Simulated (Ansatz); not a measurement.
System: ammonia, NH₃, charge 0, multiplicity 1. 
Geometry from a B3LYP-D3(BJ)/def2-TZVP (Ansatz, a program for electronic structure) optimisation:
```
N
H 1 1.0136
H 1 1.0136 2 107.33
H 1 1.0136 2 107.33 3 -115.09
```
Charge 0, spin multiplicity 1.

Basis-set convergence of Hartree-Fock and CCSD(T) correlation energies (hartree) with Ansatz. Correlated levels leave the core frozen unless marked. No spin-orbit coupling. No relativistic terms.

```tsv
basis	functions	E(HF)	E(corr, CCSD(T))
cc-pVDZ	29	-56.19547	-0.20635
cc-pVTZ	72	-56.21775	-0.25529
cc-pVQZ	145	-56.22299	-0.26998
cc-pV5Z	256	-56.22463	-0.27477
```

Extrapolating the two largest sets (X = 4 and 5) as X^-3: E(corr) = (125·(-0.27477) - 64·(-0.26998))/61 = -0.2798 Eh, an estimate of the basis-set limit. The largest set recovers 98.2 % of it, the smallest 73.7 %.
